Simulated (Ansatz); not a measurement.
Ansatz (a first-principles code) input (HF/3-21G): The .json file is the Basis Set Exchange's 3-21G.

Ansatz 0.2 input:
```yaml
crystal:
  periodic: [false, false, false]
  atoms:
    - {symbol: C, position_ang: [-0.00304084, -0.16013253, 2.07912082]}
    - {symbol: C, position_ang: [-0.00102317, -0.05543444, 0.70544164]}
    - {symbol: C, position_ang: [0.00076482, 0.03670521, -0.50945293]}
    - {symbol: C, position_ang: [0.00287336, 0.15377227, -1.97389594]}
    - {symbol: H, position_ang: [-0.92560874, -0.20913712, 2.62504373]}
    - {symbol: H, position_ang: [0.91791898, -0.19478898, 2.62884508]}
    - {symbol: H, position_ang: [-0.00462714, 1.19681119, -2.27333580]}
    - {symbol: H, position_ang: [0.88719396, -0.31432697, -2.39210326]}
    - {symbol: H, position_ang: [-0.87232206, -0.32802125, -2.39573138]}
basis:
  gaussian:
    orbitals: 3-21G.json
hamiltonian:
  xc: {name: HF}
magnetization: {spin_polarized: true, initial_magnetization: 1}
phonons: {temperatures: {t_min: 298.15, t_max: 298.15, t_step: 100}}
```

Problem. Which harmonic wavenumbers does it give?

Solution. 12, 205, 222, 493, 511, 703, 761, 1157, 1173, 1193, 1258, 1583, 1603, 1653, 1655, 2134, 3190, 3245, 3254, 3295, 3388 cm⁻¹ (unscaled; negative means imaginary).

The determinant is spin-contaminated: <S^2> is 0.97 against 0.75 for a pure state.
